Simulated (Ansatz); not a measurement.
Basis-set extrapolation for F2HSi (`F[SiH]F`) radical (PBE0-D4/def2-TZVP geometry, frozen core, Ansatz). Multiplicity 2, UHF reference.

```tsv
	cc-pV(T+d)Z	cc-pV(Q+d)Z
HF	-488.575765	-488.600133
MP2 correlation	-0.600669	-0.656397
CCSD(T) correlation	-0.626796	-0.682079
```

Energies in hartree. Use E(X) = E(∞) + A·exp(−5.46·√X) for Hartree–Fock and E(X) = E(∞) + B·X^(−3.05) for correlation, with X = 3 and 4.

**Question.** What is the CCSD(T) energy at the basis-set limit?

**Answer.** HF limit: -488.600133 + (-0.024368) × 0.30130 = -488.60748. Correlation limit: -0.682079 + (-0.055283) × 0.71189 = -0.72143. Total: -489.32891 hartree, 331.7 kJ/mol below CCSD(T)/cc-pV(T+d)Z.
